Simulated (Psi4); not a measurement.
**CClF3 (SMILES FC(F)(F)Cl): MP3/def2-SVPD**

Aim: the energy change on altering one bond length of CClF3 at MP3/def2-SVPD, from 2 runs. 

Program for the calculation: Psi4 1.11.

1 further run of the same task is left out (set aside as unsound or not needed).

**1. The molecule**

The species is CClF3 (5 atoms), meant as a singlet with charge 0. SMILES: `FC(F)(F)Cl`. Geometry: relaxed at PBE0-D4/def2-TZVP.

Bond lengths: F1–C2 1.322 Å, C2–F3 1.322 Å, C2–F4 1.322 Å, C2–Cl5 1.756 Å. Angles: F1–C2–F3 108.7°, F1–C2–F4 108.7°, F1–C2–Cl5 110.2°, F3–C2–F4 108.7°, F3–C2–Cl5 110.2°, F4–C2–Cl5 110.2°.

**2. The energy at MP3/def2-SVPD**

File job.inp:

```
memory 1.6 GB

molecule geom {
  F      0.213700     0.019100     1.326100
  C     -0.002200    -0.082500     0.026100
  F     -1.249600    -0.474600    -0.167100
  F      0.811700    -0.999000    -0.468500
  Cl     0.276300     1.463300    -0.758000
  symmetry c1
}

set {
  basis def2-SVPD
  puream true
  e_convergence 1e-09
  d_convergence 1e-08
  scf_type pk
  num_frozen_docc 9
  mp_type conv
}

result, w = energy("mp3", return_wfn=True)
```

Run with:

```bash
$ psi4 -n 1 job.inp job.out
```

job.out:

```text
[...]
  Running in c1 symmetry.
[...]
  Nuclear repulsion =  251.228625177234051
[...]
  Multiplicity = 1
[...]
  Nalpha       = 25
  Nbeta        = 25
[...]
    Number of basis functions: 116
[...]
   @RHF iter   1:  -795.14120561328730   -1.04232e-01   5.15932e-03 DIIS/ADIIS
[...]
   @RHF iter  11:  -795.28962032542279   -7.95808e-13   1.99105e-09 DIIS
[...]
    Orbital Energies [Eh]
    ---------------------
    Doubly Occupied:
       1A   -104.856121     2A    -26.376857     3A    -26.376846
       4A    -26.376815     5A    -11.595870     6A    -10.616757
       7A     -8.091932     8A     -8.088015     9A     -8.088015
      10A     -1.760812    11A     -1.655883    12A     -1.655862
      13A     -1.188488    14A     -0.977633    15A     -0.874486
      16A     -0.874481    17A     -0.835001    18A     -0.751198
      19A     -0.751194    20A     -0.705715    21A     -0.705706
      22A     -0.686405    23A     -0.605945    24A     -0.509784
      25A     -0.509783
[...]
  @RHF Final Energy:  -795.28962032542279
   => Energetics <=
    Nuclear Repulsion Energy =            251.2286251772340506
    One-Electron Energy =               -1602.0052806622375101
    Two-Electron Energy =                 555.4870351595806142
    Total Energy =                       -795.2896203254227885
[...]
 Multipole Moments:
 ------------------------------------------------------------------------------------
     Multipole            Electronic (a.u.)      Nuclear  (a.u.)        Total (a.u.)
 ------------------------------------------------------------------------------------
 L = 1.  Multiply by 2.5417464519 to convert [e a0] to [Debye]
 Dipole X            :         -0.1185542            0.1522480            0.0336938
 Dipole Y            :         -0.6582964            0.8448433            0.1865469
 Dipole Z            :          0.3339833           -0.4285312           -0.0945479
 Magnitude           :                                                    0.2118356
[...]
	SCS-MP2 Total Energy (a.u.)        :  -796.11133823459045
	SOS-MP2 Total Energy (a.u.)        :  -796.09328376395024
[...]
	SOS-PI-MP2 Total Energy (a.u.)     :  -796.15510402845234
[...]
	MP2 Total Energy (a.u.)            :  -796.14744717587098
[...]
	SCS-MP3 Total Energy (a.u.)        :  -796.11345656058427
[...]
	MP3 Total Energy (a.u.)            :  -796.15592047984615
[...]
```

Wall time 26 s (1 thread of AMD EPYC 7R43 (Zen 3), shared host); peak memory 1.3 GiB.

**3. The distorted shape at the same level**

File calc.dat:

```
memory 1.6 GB

molecule system {
  0 1
  F
  C 1 r2
  F 2 r3 1 a3
  F 2 r4 1 a4 3 d4
  Cl 2 r5 1 a5 3 d5

  r2 = 1.321717
  r3 = 1.32177
  a3 = 108.70687
  r4 = 1.321754
  a4 = 108.70932
  d4 = -118.17671
  r5 = 3.1599
  a5 = 110.22501
  d5 = 120.90719
  symmetry c1
  no_reorient
  no_com
}

set {
  basis def2-SVPD
  puream true
  e_convergence 1e-09
  d_convergence 1e-08
  scf_type pk
  num_frozen_docc 9
  mp_type conv
}

energy("mp3")
print_variables()
```

Run with:

```bash
$ psi4 -n 1 calc.dat calc.out
```

calc.out:

```text
[...]
  Running in c1 symmetry.
[...]
  Nuclear repulsion =  205.325105042498876
[...]
  Multiplicity = 1
[...]
  Nalpha       = 25
  Nbeta        = 25
[...]
    Number of basis functions: 116
[...]
   @RHF iter   1:  -794.80084206884862   -4.77148e-01   6.11969e-03 DIIS/ADIIS
[...]
   @RHF iter  13:  -795.09905588803463   -4.66116e-12   5.56680e-09 DIIS
[...]
    Orbital Energies [Eh]
    ---------------------
    Doubly Occupied:
       1A   -104.802106     2A    -26.453009     3A    -26.452998
       4A    -26.452967     5A    -11.689460     6A    -10.556474
       7A     -8.030856     8A     -8.027919     9A     -8.027919
      10A     -1.820240    11A     -1.717486    12A     -1.717464
      13A     -1.047856    14A     -1.021577    15A     -0.930828
      16A     -0.930823    17A     -0.884168    18A     -0.801570
      19A     -0.801563    20A     -0.765154    21A     -0.765144
      22A     -0.751224    23A     -0.439426    24A     -0.439426
      25A     -0.404695
[...]
  @RHF Final Energy:  -795.09905588803463
   => Energetics <=
    Nuclear Repulsion Energy =            205.3251050424988762
    One-Electron Energy =               -1509.3836173093213802
    Two-Electron Energy =                 508.9594563787880475
    Total Energy =                       -795.0990558880346271
[...]
 Multipole Moments:
 ------------------------------------------------------------------------------------
     Multipole            Electronic (a.u.)      Nuclear  (a.u.)        Total (a.u.)
 ------------------------------------------------------------------------------------
 L = 1.  Multiply by 2.5417464519 to convert [e a0] to [Debye]
 Dipole X            :         -2.4736319            1.1618348           -1.3117971
 Dipole Y            :         -1.4808420            0.6955806           -0.7852614
 Dipole Z            :         -1.0622355            0.4988774           -0.5633581
 Magnitude           :                                                    1.6293617
[...]
	SCS-MP2 Total Energy (a.u.)        :  -795.97541660958416
	SOS-MP2 Total Energy (a.u.)        :  -795.95970718486114
[...]
	SOS-PI-MP2 Total Energy (a.u.)     :  -796.02591113077085
[...]
	MP2 Total Energy (a.u.)            :  -796.00683545902996
[...]
	SCS-MP3 Total Energy (a.u.)        :  -795.97668409613755
[...]
	MP3 Total Energy (a.u.)            :  -796.01190540524362
[...]
```

Run time: 26 s. Hardware: 1 thread of AMD EPYC 7R43 (Zen 3), shared host; peak memory 1.3 GiB.

**4. Results**

Level: MP3/def2-SVPD, 9 core orbitals frozen.

| quantity | value |
| --- | --- |
| first shape: total energy | -796.15592 Eh |
| first shape: HOMO energy (Hartree–Fock orbitals) | -13.87 eV |
| first shape: LUMO energy (Hartree–Fock orbitals) | 2.50 eV |
| first shape: HOMO–LUMO gap (Hartree–Fock orbitals) | 16.37 eV |
| first shape: correlation energy (9 core orbitals frozen) | -866.3 mEh |
| distorted shape: total energy | -796.01191 Eh |
| distorted shape: HOMO energy (Hartree–Fock orbitals) | -11.01 eV |
| distorted shape: LUMO energy (Hartree–Fock orbitals) | -3.50 eV |
| distorted shape: HOMO–LUMO gap (Hartree–Fock orbitals) | 7.52 eV |
| distorted shape: correlation energy (9 core orbitals frozen) | -912.8 mEh |
| energy change with the C2–Cl5 bond stretched from 1.756 to 3.160 Å | 3.919 eV |

One bond (distorted shape) is far stretched, which a spin-restricted single reference describes badly; perturbation theory on it can break down and give far too much correlation. With the C2–Cl5 bond stretched from 1.756 to 3.160 Å the energy rises by 3.92 eV (378 kJ/mol). The first shape isn't relaxed at this level, so the change isn't measured from a minimum. A restricted reference can't describe the breaking bond well at this length.
